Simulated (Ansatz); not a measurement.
**Rhenium, hcp: convergence with the k-point mesh**

Computed with Ansatz, LDA, scalar-relativistic PAW, on the relaxed cell (a = 2.739 Å, c = 4.412 Å (c/a = 1.611); spin not included). Errors count from a run at 420 eV on a Γ-centred 22×22×12 mesh with Fermi-Dirac smearing of 0.1 eV, extrapolated to zero width. Fixed here: cutoff 420 eV, Fermi-Dirac width 0.1 eV. The SCF starts from atomic densities corrected by a trained network.

```
  k-mesh  E(σ→0) error (meV/atom)  P (GPa)  SCF iterations
   2×2×1                    -91.8    -4.51               6
   3×3×2                    429.9    11.32               6
   5×5×3                    -32.5    -2.11               6
   6×6×4                     -0.4     0.86               6
   8×8×5                     -2.0     0.10               6
 11×11×6                      2.0     0.05               6
 14×14×8                     -0.2     0.17               6
19×19×10                     -0.1     0.04               6
```

Within 5 meV/atom of the last row: from 6×6×4 on.
